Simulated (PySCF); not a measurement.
# Orbital picture of CO

CAM-B3LYP at R = 1.137 Å; C 6-31G(d,p), O 6-31G(d,p); no relativity (PySCF 2.14). State: ¹Σ⁺ (singlet), closed shell. Only the outer orbitals are listed, counted within each symmetry.

```csv
orbital,occ.,ε (eV),on C (%),main shells (%)
3σ,2,-33.65,27,"66 O s, 15 C s, 11 C p"
4σ,2,-17.42,21,"54 O p, 24 O s, 19 C s"
1π,2,-14.55,27,"73 O p, 26 C p"
1π,2,-14.55,27,"73 O p, 26 C p"
5σ,2,-11.95,91,"55 C s, 35 C p, 10 O p"
2π,0,1.07,76,"76 C p, 24 O p"
2π,0,1.07,76,"76 C p, 24 O p"
```

Task: Which are the highest filled and the lowest empty level, where do they sit, and how wide is the gap?

Result: Highest filled 5σ at -11.95 eV (in %: 55 C s, 35 C p, 10 O p); lowest empty 2π at 1.07 eV (in %: 76 C p, 24 O p); the gap at CAM-B3LYP is 13.02 eV. An empty level above zero is unbound, and its energy depends on the basis.

```json
{
 "bond order (Mayer)": "2.42",
 "⟨S²⟩": "0.000",
 "charge on C (Mulliken, basis-dependent)": "0.16",
 "charge on C (Löwdin, basis-dependent)": "0.00",
 "dipole moment (positive dipole means C(−)O(+))": "0.04 D",
 "polarisability along the bond": "12.5 bohr³",
 "polarisability across the bond": "7.9 bohr³"
}
```
